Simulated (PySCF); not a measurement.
Species: C4H11OP.
SMILES: `CC[PH](=O)CC`

All values: CAM-B3LYP/def2-SVPD (PySCF, non-relativistic), on one gas-phase PBE0-D3(BJ)/def2-SVP geometry that isn't relaxed in the solvent. The solvent is an IEF-PCM continuum (cavity from Bondi-type radii × 1.2), and excitations are vertical TDDFT with non-equilibrium linear response and a frozen core. Specific hydrogen bonds and non-electrostatic terms are outside this model.

Gas-phase singlets (H = HOMO, L = LUMO):

```
state  E (eV)  λ (nm)      f                 leading configurations
   S1   7.278     170  0.021        H→L+1 47%, H→L+3 23%, H→L+5 11%
   S2   7.335     169  0.007  H-1→L+1 42%, H-1→L+3 24%, H-1→L+5 10%
   S3   7.451     166  0.004                     H→L 68%, H→L+2 10%
   S4   7.644     162  0.022    H-1→L 48%, H-1→L+2 15%, H-1→L+3 12%
   S5   7.861     158  0.027      H-1→L+1 20%, H-1→L 19%, H→L+2 18%
```

Give the list for chloroform (ε = 4.711), n² = 2.09.

| state | E (eV) | λ (nm) | f | leading configurations | change by rank (eV) |
| --- | --- | --- | --- | --- | --- |
| S1 | 7.391 | 168 | 0.034 | H→L+1 58%, H→L+2 15% | +0.113 |
| S2 | 7.466 | 166 | 0.011 | H-1→L+1 54%, H-1→L+2 21% | +0.131 |
| S3 | 7.880 | 157 | 0.004 | H→L 62%, H→L+2 10%, H→L+5 10% | +0.429 |
| S4 | 8.051 | 154 | 0.041 | H-1→L+2 30%, H-1→L 26%, H-1→L+1 14% | +0.407 |
| S5 | 8.253 | 150 | 0.058 | H-1→L 24%, H→L+2 23%, H-1→L+3 19% | +0.392 |

What are the lowest 5 singlets in acetonitrile (ε = 35.69)?

| state | E (eV) | λ (nm) | f | leading configurations | change by rank (eV) |
| --- | --- | --- | --- | --- | --- |
| S1 | 7.407 | 167 | 0.034 | H→L 68%, H→L+2 11% | +0.129 |
| S2 | 7.487 | 166 | 0.012 | H-1→L 66%, H-1→L+2 15% | +0.152 |
| S3 | 8.044 | 154 | 0.004 | H→L+1 64%, H→L+5 10% | +0.593 |
| S4 | 8.214 | 151 | 0.031 | H-1→L+1 34%, H-1→L+2 29%, H→L+2 9% | +0.570 |
| S5 | 8.401 | 148 | 0.044 | H→L+2 44%, H-1→L+1 12%, H→L 10% | +0.540 |

The ground-state energy changes by -0.456 eV from gas to acetonitrile. By how much does the total energy of gas-phase S3 change?

E(S3) = E(S0) + excitation energy, so it changes by -0.456 + 0.593 = +0.137 eV: it isn't lowered at all, while the ground state is. This is the vertical state, with the slow part of the continuum still set for S0.

How do the frontier levels move from gas to acetonitrile?

```tsv
orbital	gas (eV)	solvent (eV)	change (eV)
LUMO+2	1.82	2.02	+0.20
LUMO+1	1.43	1.64	+0.21
LUMO	1.12	1.52	+0.40
HOMO	-8.97	-9.22	-0.25
HOMO-1	-9.08	-9.39	-0.31
HOMO-2	-11.15	-10.99	+0.16
HOMO-3	-11.42	-11.23	+0.19
```

The HOMO–LUMO gap goes from 10.10 to 10.74 eV. Rows go by rank; for HOMO-3, HOMO-2, LUMO, LUMO+1 and LUMO+2 the atom shares or the degeneracy differ between the runs, so the row needn't follow one orbital.

On one thread, Arm Neoverse V2 (aarch64), shared host, this took 30 s of wall time and 1.1 GiB of memory at its peak. This is the whole response run at CAM-B3LYP/def2-SVPD in acetonitrile, SCF included.

Shape of the structure used: `[CH3:1][CH2:2][PH:3](=[O:4])[CH2:5][CH3:6]`: C1–C2–P3–O4 -175°, C2–P3–C5–C6 175°.
